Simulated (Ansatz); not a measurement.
# BSiH3 (triplet): the correlation ladder, cc-pVTZ

The task here is to estimate one member of a computed series from the others.

Computed with Ansatz 0.2.0, Gaussian basis. Level: cc-pVTZ, core rule «outside noble gas», up to 6 orbitals frozen.

The runs, in order: UHF; CCSD(T) on ROHF; CCSD(T) on UHF; BCCD(T) on ROHF; CCSDT(Q) on ROHF; CCSDT(Q) on UHF; CASSCF and NEVPT2, 10 electrons in 11 orbitals.

4 further runs of the same task are left out: 4 set aside as unsound or not needed.

### The geometry

The geometry is a PBE0/def2-TZVP stationary point (not a proven minimum) of the parent state, kept for this charge and spin.

5 atoms, charge 0, spin multiplicity 3.

Atoms are counted from 1 here; the program's logs count them from 0.

Bond lengths: Si1–B2 1.821 Å, Si1–H3 1.477 Å, Si1–H4 1.477 Å, B2–H5 1.179 Å. Angles: B2–Si1–H3 121.0°, B2–Si1–H4 121.0°, H3–Si1–H4 118.0°, Si1–B2–H5 180.0°.

Set-up of the first run:

The input, in.yaml:

```yaml
crystal:
  periodic: [false, false, false]
  atoms:
    - {symbol: Si, position_ang: [0.000000, 0.000000, 0.505242]}
    - {symbol: B, position_ang: [0.000000, 0.000000, -1.316005]}
    - {symbol: H, position_ang: [0.000000, 1.265985, 1.266213]}
    - {symbol: H, position_ang: [0.000000, -1.265985, 1.266213]}
    - {symbol: H, position_ang: [0.000000, 0.000000, -2.495380]}
basis:
  gaussian: {orbitals: cc-pVTZ}
magnetization: {spin_polarized: true, initial_magnetization: 2}
hamiltonian: {xc: hf}
output: {orbitals: {seedname: orbitals}}
```

On the command line:

```bash
> ansatz run in.yaml --threads 1 --pin off --events-out ev --progress --plain --max-ram 4096MiB --backend cpu
```

Among the steps run: UHF; CCSD(T) on ROHF; CCSD(T) on UHF; BCCD(T) on ROHF; CCSDT(Q) on ROHF; CCSDT(Q) on UHF; CASSCF and NEVPT2, 10 electrons in 11 orbitals.

One of the session's tables, all rows but one given; the rest of the session is left out.

```
        method  from UCCSDT(Q) (meV)
          ROHF               +6447.4
           UHF               +6318.2
          RMP2               +1201.4
          UMP2               +1226.6
         RCCSD                +260.9
         UCCSD                +257.1
      RCCSD(T)                 +45.1
      UCCSD(T)                 +45.1
       BCCD(T)                 +44.6
        RCCSDT                  +9.9
        UCCSDT                  +8.8
     RCCSDT(Q)                     ?
     UCCSDT(Q)                     0
CASSCF valence               +4472.0
NEVPT2 valence               +1141.8
```

Estimate the missing values for RCCSDT(Q).

**Answer.** from UCCSDT(Q) (meV): +1.2. In the column «from UCCSDT(Q) (meV)» it lies between UCCSDT(Q) (0) and UCCSDT (+8.8).

Limits of these values: Restricted and unrestricted rows rest on different reference determinants; where their highest levels disagree by more than a few hundredths of an eV, they describe different states and don't form one ladder.
